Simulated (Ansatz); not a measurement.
The input, for Ansatz 0.2.0:

```yaml
crystal:
  periodic: [false, false, false]
  atoms:
    - {symbol: Ge, position_ang: [-0.641350, -0.004588, 0.002948]}
    - {symbol: F, position_ang: [2.622532, 0.018759, -0.012055]}
    - {symbol: H, position_ang: [-1.080775, 1.464277, 0.005888]}
    - {symbol: H, position_ang: [-1.059123, -0.744419, 1.279186]}
    - {symbol: H, position_ang: [-1.070854, -0.742825, -1.270315]}
basis:
  gaussian: {orbitals: cc-pVDZ}
hamiltonian: {pseudopotentials: {relativity: scalar}}
correlation: {method: sc_nevpt2, electrons: outside_noble_gas, active_space: {window: {electrons: 2, orbitals: 3}}}
accuracy: high
output: {forces: true}
```

```sh
$ ansatz run in.yaml --threads 1 --pin off --events-out ev --progress --plain --max-ram 2393MiB
```

Log:

```
1142 factors; integrals over basis functions are off by at most 7.5e-8 eV
mean field evaluation 1: about -59684.9988 eV, gradient 4.1e1 eV
mean field evaluation 2: about -59685.0083 eV, gradient 4.1e1 eV
mean field evaluation 4: about -59688.7108 eV, gradient 5.5e0 eV
mean field evaluation 8: about -59688.8335 eV, gradient 4.5e-1 eV
mean field evaluation 16: about -59688.8341 eV, gradient 1.8e-8 eV
mean field -59688.83410136 eV, -2193.5241946802 hartree, gradient 2.4e-8 eV, S^2 0.000000; 0 other end points of the search recorded, 0 dependent functions left out; unrestricted orbitals would lower it
reference -59688.83410136 eV, -2193.5241946802 hartree; 22, 22 occupied and 34, 34 virtual orbitals, 1142 factors
state -59691.19531539 eV, -2193.6109676952 hartree
state -59691.19531539 eV, -2193.6109676952 hartree; corrected -59697.80181634 eV, -2193.8537521270 hartree
the calculation of the forces begins
WARN: the results are in doubt because close orbitals or states may skew the forces
Total energy: -59697.80181634 eV, -2193.8537521270 hartree
Relativity: scalar
Atom 0 at    -0.641350    -0.004588     0.002948 Å, force     0.772541     0.005535    -0.003551 eV/Å
Atom 1 at     2.622532     0.018759    -0.012055 Å, force    -1.122456    -0.008029     0.005160 eV/Å
Atom 2 at    -1.080775     1.464277     0.005888 Å, force     0.117223    -0.080683    -0.000590 eV/Å
Atom 3 at    -1.059123    -0.744419     1.279186 Å, force     0.116021     0.041632    -0.071103 eV/Å
Atom 4 at    -1.070854    -0.742825    -1.270315 Å, force     0.116671     0.041544     0.070084 eV/Å
Dipole moment:    -0.424145    -0.003035     0.001950 e Å
In doubt: close orbitals or states may skew the forces
```

Forces (eV/Å):
```
Ge   0.773  0.006 -0.004
F   -1.122 -0.008  0.005
H    0.117 -0.081 -0.001
H    0.116  0.042 -0.071
H    0.117  0.042  0.070
```

Ran on 1 thread of Intel Xeon 6975P-C, shared host: 7 s wall, 0.21 GiB peak host memory.
